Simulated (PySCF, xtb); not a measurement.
ethylene cation (C2H4), SMILES C=C (connectivity only; charge and spin as stated), charge +1, multiplicity 2. Atoms are numbered in the order given.

```xyz
6

C      0.6938     0.0000     0.0000
C     -0.6938     0.0000     0.0000
H      1.2571    -0.9036    -0.2310
H      1.2571     0.9036     0.2310
H     -1.2571     0.9036    -0.2310
H     -1.2571    -0.9036     0.2310
```
Charge +1, spin multiplicity 2.

Geometry optimised at B3LYP-D3(BJ)/def2-TZVP. The spin state was assumed, not searched.

Calculation: C-PCM-M06-2X/def2-TZVPD (PySCF).

The values are the electrostatic part of the solvation free energy, E(continuum) − E(gas) at the gas-phase geometry, in a cavity of scaled van der Waals radii (PySCF's table); cavitation and dispersion terms are not included.

```tsv
solvent	ε	ΔG(elec) (kcal/mol)
water	78.36	-69.1
ethylethanoate	5.99	-58.3
chloroform	4.71	-55.1
```

For comparison, GFN2-xTB/ALPB(water) (xtb, at the GFN2-xTB geometry, all terms of that model) gives -72.2 kcal/mol.
